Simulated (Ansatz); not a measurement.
Barrier height from H + H2O (SMILES O) to the transition structure H3O, without zero-point energy, on the benchmark's geometries as Psi4's copy of the set gives them.
Transition structure (charge 0, multiplicity 2):
```tsv
atom	x (Å)	y (Å)	z (Å)
O	-0.3011	-0.1080	0.0000
H	-0.4279	0.8516	0.0000
H	1.0155	-0.1004	0.0001
H	1.8210	0.1132	-0.0001
```
Reactant (charge 0, multiplicity 1):
```xyz
3

O      0.00000     0.00000    -0.06555
H      0.00000    -0.75671     0.52018
H      0.00000     0.75671     0.52018
```

Open shells are unrestricted; no spin–orbit coupling.

Correlated levels freeze the cores. CBS: X⁻³ extrapolation of the correlation energy, Hartree–Fock from the larger set.

Codes used: Ansatz (Gaussian orbitals). Each number belongs to the level named beside it.

The comparison value is 89.3 kJ/mol (MP2/CBS(aug-cc-pVTZ, aug-cc-pVQZ) + ΔCCSD(T)/aug-cc-pVTZ). It is a level with limits of its own, not the exact answer.

Task: Order these levels by how close they come to the comparison value for the barrier height, closest first: wB97M-V/def2-TZVPPD, PBE0/def2-TZVPPD, CAM-B3LYP/def2-TZVPPD. Give each level's value less the comparison value.

Result: wB97M-V/def2-TZVPPD (-9.0 kJ/mol), PBE0/def2-TZVPPD (-17.2 kJ/mol), CAM-B3LYP/def2-TZVPPD (-24.5 kJ/mol)

Ansatz is an electronic-structure program.
